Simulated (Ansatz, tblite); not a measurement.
**[Se3]-: rung by rung**

How do method and basis change the picture of [Se3]- (doublet)?

Method: as each input shows; program: Ansatz 0.2.0, Gaussian basis.

The runs, in order: GFN1-xTB, GFN2-xTB, PBE-D4/def2-TZVPD, r2SCAN-D4/def2-TZVPD, LC-ωPBE/def2-TZVPD, revPBE-D4/def2-TZVPD, BLYP-D4/def2-TZVPD, PBE-QIDH/def2-TZVPD, LDA/def2-TZVPD, B3LYP-D4/def2-TZVPD, r2SCAN0-D4/def2-TZVPD, PBE-D4/def2-SVPD, PBE0-D4/def2-SVPD, HF/6-31G, B3LYP-D4/6-31G, CCSD(T)/def2-SVPD, MP2/def2-TZVPD, RPA/def2-TZVPD.

## 1. The relaxed structure

The geometry is that of the doublet, from an earlier relaxation (PBE-D4/def2-TZVPD).

3 atoms, charge -1, spin multiplicity 2.

Bond lengths: Se1–Se2 2.305 Å, Se2–Se3 2.305 Å. Angles: Se1–Se2–Se3 115.2°.

The ion is computed in the gas phase, without counter-ions or solvent.

PBE0-D4/def2-TZVPD was run before; its log isn't repeated, and its numbers join the tables.

## 2. GFN1-xTB

Tight binding, by tblite at 300 K electronic temperature and without a spin-polarisation term:

```python
tblite.interface.Calculator('GFN1-xTB', numbers, positions, charge=-1, uhf=1).singlepoint()
```

Energy -277.8545 eV; 0.003 s.

## 3. GFN2-xTB

Tight binding, by tblite at 300 K electronic temperature and without a spin-polarisation term:

```python
tblite.interface.Calculator('GFN2-xTB', numbers, positions, charge=-1, uhf=1).singlepoint()
```

Energy -268.5258 eV; 0.003 s.

## 4. PBE-D4/def2-TZVPD

start.molden holds the orbitals of an earlier run on this state, given as this run's starting guess.

Contents of in.yaml:

```yaml
crystal:
  periodic: [false, false, false]
  atoms:
    - {symbol: Se, position_ang: [-1.140484, -0.679222, -1.480932]}
    - {symbol: Se, position_ang: [-0.373919, 0.708522, 0.192146]}
    - {symbol: Se, position_ang: [1.514403, -0.029300, 1.288786]}
basis:
  gaussian: {orbitals: def2-TZVPD, initial_orbitals: start.molden}
total_charge: -1
magnetization: {spin_polarized: true, initial_magnetization: 1}
hamiltonian: {xc: pbe, dispersion: d4}
scf: {omitted_lower_state_checks: [starts]}
output: {orbitals: {seedname: orbitals}}
```

Started as:

```sh
ansatz run in.yaml --threads 4 --pin off --events-out ev --progress --plain --max-ram 3916MiB
```

The runs that follow: r2SCAN-D4/def2-TZVPD; LC-ωPBE/def2-TZVPD; revPBE-D4/def2-TZVPD; BLYP-D4/def2-TZVPD; PBE-QIDH/def2-TZVPD; LDA/def2-TZVPD; B3LYP-D4/def2-TZVPD; r2SCAN0-D4/def2-TZVPD; PBE-D4/def2-SVPD; PBE0-D4/def2-SVPD; HF/6-31G; B3LYP-D4/6-31G; CCSD(T)/def2-SVPD; MP2/def2-TZVPD; RPA/def2-TZVPD.

Before running them: what should the planned runs give, taken together? Wanted: gap in def2-TZVPD, named functionals, smallest and largest; correlation energy, CCSD(T)/def2-SVPD; correlation energy, MP2/def2-TZVPD; ⟨S²⟩ in def2-TZVPD, named functionals, smallest and largest; PBE0 total energy, smallest basis above largest.

The runs gave:

| quantity | value |
| --- | --- |
| gap in def2-TZVPD, named functionals, smallest and largest | 0.42 eV (LDA), 6.31 eV (LC-ωPBE) |
| correlation energy, CCSD(T)/def2-SVPD | -20.23 eV |
| correlation energy, MP2/def2-TZVPD | -21.95 eV |
| ⟨S²⟩ in def2-TZVPD, named functionals, smallest and largest | 0.751, 0.762 |
| PBE0 total energy, smallest basis above largest | 23.89 eV (def2-SVPD, def2-TZVPD) |

What this shows: Over the named functionals in def2-TZVPD the gap runs from 0.42 eV (LDA) to 6.31 eV (LC-ωPBE); exact exchange widens it. Over the named functionals in def2-TZVPD spin contamination reaches 0.01 (LC-ωPBE), which is small. BLYP-D4 puts the HOMO above zero: the outermost electron is held by the basis alone.
